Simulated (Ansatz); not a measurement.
**Atomization energy of C₂H₃ClO, singlet, from cheap to dear**

Geometry (MP2(full)/6-31G*, from the G2/97 set):

```yaml
atoms:
  - { symbol: C, position_ang: [0.0781, 0.5749, 0.0000] }
  - { symbol: C, position_ang: [1.5642, 0.7674, 0.0000] }
  - { symbol: Cl, position_ang: [-0.3741, -1.1670, 0.0000] }
  - { symbol: O, position_ang: [-0.7674, 1.4260, 0.0000] }
  - { symbol: H, position_ang: [1.7792, 1.8358, 0.0000] }
  - { symbol: H, position_ang: [1.9960, 0.2911, 0.8827] }
  - { symbol: H, position_ang: [1.9960, 0.2911, -0.8827] }
```

Measured, as an electronic atomization energy: 667.5 kcal/mol (G2/97 heats of formation of molecule and atoms, with zero-point and thermal terms from B3LYP taken off; Curtiss et al., J. Chem. Phys. 106, 1063 (1997), Staroverov et al., J. Chem. Phys. 119, 12129 (2003)). The measured value holds scalar relativity and spin–orbit coupling, which all computed ones lack, and core correlation, which the wave-function levels lack. Atoms are taken at the same level; beside RHF, RMP2 and RCC rows they are unrestricted. Truncated CI is not size-consistent. The atoms' steps beyond CCSDT(Q) are taken from restricted open-shell runs, which share full CI's core. Ansatz 0.2.0; the 6-31G* set has Cartesian d functions; a miss is computed less measured; times are wall times on shared hosts and scatter by a factor of two or so.

| level | basis | miss (kcal/mol) | time of the run | hardware |
| --- | --- | --- | --- | --- |
| UHF | STO-3G | -150.4 | 0.43 s | 1 CPU thread |
| RCCSD(T) | STO-3G | -38.8 | 0.49 s | 1 CPU thread |
| RCCSDTQ | STO-3G | -38.0 | 53 s | 1 CPU thread |
| PBE | STO-3G | 105.8 | 0.94 s | 1 CPU thread |
| B3LYP | STO-3G | 63.0 | 0.91 s | 1 CPU thread |
| wB97M-V | STO-3G | 85.8 | 3.9 s | 1 CPU thread |
| B2PLYP | STO-3G | 21.9 | 1.1 s | 1 CPU thread |
| RHF | 6-31G | -255.6 | 0.88 s | 1 CPU thread |
| RMP2 | 6-31G | -109.1 | – | – |
| RCCSD(T) | 6-31G | -115.9 | 1.9 s | 1 CPU thread |
| RCCSDT(Q) | 6-31G | -115.0 | 25 s | 1 CPU thread |
| PBE | 6-31G | -6.3 | 0.91 s | 1 CPU thread |
| r2SCAN | 6-31G | -30.1 | 1.6 s | 1 CPU thread |
| wB97M-V | 6-31G | -33.5 | 4.2 s | 1 CPU thread |
| B2PLYP | 6-31G | -66.8 | 1.4 s | 1 CPU thread |
| RHF | 6-31G* | -202.9 | 1.6 s | 1 CPU thread |
| RMP2 | 6-31G* | -38.0 | – | – |
| RCCSDT(Q) | 6-31G* | -53.6 | 25 s | H100 + 2 CPU threads |
| PBE | 6-31G* | 26.6 | 1 s | 1 CPU thread |
| r2SCAN | 6-31G* | 4.9 | 2.4 s | 1 CPU thread |
| B2PLYP | 6-31G* | -18.2 | 2.1 s | 1 CPU thread |
| RHF | cc-pV(D+d)Z | -208.3 | 1.9 s | 1 CPU thread |
| RCCSD(T) | cc-pV(D+d)Z | -51.4 | 4.2 s | 1 CPU thread |
| PBE | cc-pV(D+d)Z | 19.6 | 1.2 s | 1 CPU thread |
| r2SCAN | cc-pV(D+d)Z | -0.5 | 3.1 s | 1 CPU thread |
| B3LYP | cc-pV(D+d)Z | -12.7 | 1.8 s | 1 CPU thread |
| B2PLYP | cc-pV(D+d)Z | -21.9 | 2.5 s | 1 CPU thread |
| RHF | cc-pV(T+d)Z | -199.2 | 12 s | 1 CPU thread |
| RCCSD(T) | cc-pV(T+d)Z | -19.2 | 17 s (with forces) | H100 + 2 CPU threads |
| PBE | cc-pV(T+d)Z | 25.6 | 13 s | H100 + 2 CPU threads |
| r2SCAN | cc-pV(T+d)Z | 6.7 | 18 s (with forces) | H100 + 2 CPU threads |
| B3LYP | cc-pV(T+d)Z | -4.9 | 15 s | H100 + 2 CPU threads |
| wB97M-V | cc-pV(T+d)Z | 2.9 | 18 s (with forces) | H100 + 2 CPU threads |
| B2PLYP | cc-pV(T+d)Z | -5.7 | 14 s | H100 + 2 CPU threads |
| RHF | cc-pV(Q+d)Z | -198.2 | – | – |
| RCCSD(T) | cc-pV(Q+d)Z | -8.2 | 22 s | H100 + 2 CPU threads |
| PBE | cc-pV(Q+d)Z | 26.4 | 16 s | H100 + 2 CPU threads |
| B3LYP | cc-pV(Q+d)Z | -3.7 | 16 s | H100 + 2 CPU threads |
| wB97M-V | cc-pV(Q+d)Z | 3.5 | 13 s | H100 + 2 CPU threads |
| B2PLYP | cc-pV(Q+d)Z | -1.6 | 15 s | H100 + 2 CPU threads |

HF's time is that of a plain UHF run. A dash: the level came out of a higher level's run.

A composite of the best parts (restricted reference, at this geometry, which isn't the minimum of the high levels):

```json
{"part": "Hartree–Fock limit (T, Q; exp(−5.46 √X))", "kcal/mol": "469.59"}
{"part": "CCSD(T) correlation limit (T, Q; X⁻³)", "kcal/mol": "197.32"}
{"part": "CCSDT − CCSD(T) (DZ)", "kcal/mol": "-0.10"}
{"part": "(Q) (DZ)", "kcal/mol": "1.00"}
{"part": "sum", "kcal/mol": "667.8"}
{"part": "sum less measured", "kcal/mol": "0.4"}
```
